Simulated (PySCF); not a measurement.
C3H4ClFO.
Structure used (PBE0-D3(BJ)/def2-SVP), in Å, numbered top down from 1:
```xyz
10
C3H4ClFO angstrom
C     -0.8791    1.2241    0.9856
C      0.4232    0.7286    0.3911
F      0.4321   -0.6345    0.3579
C      1.6273    1.1820    1.1999
O      2.3309    0.5070    1.8606
Cl     1.8743    2.9485    1.0438
H     -0.9981    0.8269    2.0043
H     -0.9029    2.3203    1.0198
H     -1.7143    0.8670    0.3679
H      0.5578    1.1132   -0.6360
```

Method used: core-valence-separated Tamm–Dancoff BHandHLYP/aug-pcX-1 (pcseg-1 on H, def2-SVPD on Cl) in PySCF, non-relativistic, gas phase, PBE0-D3(BJ)/def2-SVP geometry. Absolute energies from this functional tend to lie a few eV below measured edges; no shift was applied.

The lowest roots of each edge with f over 0.003 (five at most, numbered afresh; weaker and dark ones are left out), with transition dipoles (au) in the frame of the coordinates:

```csv
root,edge,E (eV),μx,μy,μz
1,C,284.50,-0.0646,0.0168,0.0861
2,C,285.35,-0.0206,0.0182,0.0142
3,C,286.01,0.0437,-0.0164,-0.0122
4,C,286.65,0.0169,-0.0145,0.0588
5,C,286.87,-0.0378,-0.0561,-0.0062
6,O,529.05,0.0371,-0.0095,-0.0498
7,O,534.00,0.0064,0.0324,-0.0017
8,O,536.76,-0.0155,0.0046,-0.0002
9,F,685.37,0.0025,0.0410,0.0015
10,F,686.05,-0.0015,0.0159,-0.0008
11,F,687.09,-0.0035,-0.0206,-0.0021
12,F,688.14,0.0024,-0.0149,-0.0013
13,F,688.34,0.0095,-0.0083,0.0139
```

What are the oscillator strengths?

f = (2/3) ΔE |μ|², with ΔE in hartree (27.2114 eV):

```tsv
root	ΔE (Eh)	|μ|² (au)	f	core hole on
1	10.4551	0.011869	0.083	C4
2	10.4865	0.000957	0.007	C1
3	10.5106	0.002327	0.016	C1
4	10.5341	0.003953	0.028	C1
5	10.5422	0.004614	0.032	C1
6	19.4422	0.003947	0.051	O5
7	19.6241	0.001094	0.014	O5
8	19.7257	0.000261	0.003	O5
9	25.1868	0.001690	0.028	F3
10	25.2118	0.000256	0.004	F3
11	25.2499	0.000441	0.007	F3
12	25.2886	0.000229	0.004	F3
13	25.2960	0.000352	0.006	F3
```

Molecules are fixed in this frame and the field points along y. What effective strengths 3 f cos²θ do the roots have (θ between field and μ)?

root 1 (C4): 0.006, root 2 (C1): 0.007, root 3 (C1): 0.006, root 4 (C1): 0.004, root 5 (C1): 0.066, root 6 (O5): 0.004, root 7 (O5): 0.041, root 8 (O5): 0.001, root 9 (F3): 0.085, root 10 (F3): 0.013, root 11 (F3): 0.021, root 12 (F3): 0.011, root 13 (F3): 0.004. Root 9 is the strongest. Averaged over all orientations cos²θ is 1/3, which gives f back.

One conformer stands for the species.
